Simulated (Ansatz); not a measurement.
Process, species as SMILES: C=CCl + 3 [H][H] (H2) → 2 C (CH4) + Cl (HCl)
B3LYP-D3(BJ)/def2-TZVP geometries, fixed; electronic energies without zero-point terms.

Basis-set convergence of the energy of full hydrogenation at B2PLYP with Ansatz (a first-principles code). All functions are spherical. Cores are frozen. No added dispersion term, no relativity. Functions are those of the species that has most. Reference: the value in aug-pcseg-3, -76.57 kcal/mol, itself unsure by roughly 0.09 kcal/mol (its mean distance from aug-cc-pV(Q+d)Z, def2-QZVPPD, pcseg-3).

| basis | functions | energy of full hydrogenation (kcal/mol) |
|---|---|---|
| 3-21G | 37 | -78.53 |
| pcseg-0 | 37 | -80.40 |
| def2-SV(P) | 52 | … |
| pcseg-1 | 61 | … |
| def2-SVPD | 91 | -82.12 |
| aug-pcseg-1 | 100 | … |
| jun-cc-pV(T+d)Z | 168 | … |
| def2-QZVPP | 274 | -76.56 |
| aug-pcseg-3 | 406 | -76.57 |

### Question
Some entries are withheld; supply them.

### Answer

- def2-SV(P), energy of full hydrogenation (kcal/mol): -69.09
- pcseg-1, energy of full hydrogenation (kcal/mol): -78.85
- aug-pcseg-1, energy of full hydrogenation (kcal/mol): -79.13
- jun-cc-pV(T+d)Z, energy of full hydrogenation (kcal/mol): -77.11
